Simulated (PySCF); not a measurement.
hydrogen sulfide: calculation and literature

Geometry:
```csv
atom,x (Å),y (Å),z (Å)
S1,-0.029,0.611,-0.003
H2,-0.936,-0.358,-0.011
H3,0.976,-0.255,0.001
```

One averaged value for each set of equivalent atoms, single conformer, non-relativistic, no solvent. GFN2-xTB geometry; shielding tensors at PBE0/pcSseg-1 (GIAO); PySCF.

Reference values: measured (I. P. Gerothanassis, L. B. Krivdin, Molecules 29 (2024) 3301).
```json
{"atoms": "S1", "quantity": "δ 33S vs sulfate scale", "reference": "-503.0", "computed": "–", "computed, scaled": "-527.6"}
```

Reference values: measured (gas; T. W. Keal, PhD thesis, Durham 2005).
```csv
atoms,quantity,reference,computed
S1,σ 33S,752.0,732.3
```

Absolute shieldings are compared as such; zero-point and thermal motion, absent here, lowers them by some tenths of a ppm for H, a few ppm for C and up to about 10 ppm for F.

Computed shifts are σ(ref) − σ with the named reference compound (TMS for H and C) calculated as an isolated molecule at the same level. The measured values may be among those fitted. Shieldings were converted by a linear fit to measured shifts: 33S: δ = 158.28 − 0.937σ (rms 33.3 ppm, 20 shifts vs sulfate, solution or neat liquid). A few per cent of atoms miss by over 2 rms, more outside the fitted compound classes.

2 of the 21 published NMR values on file for this molecule are compared. The rest: values from further sources, other calculations.
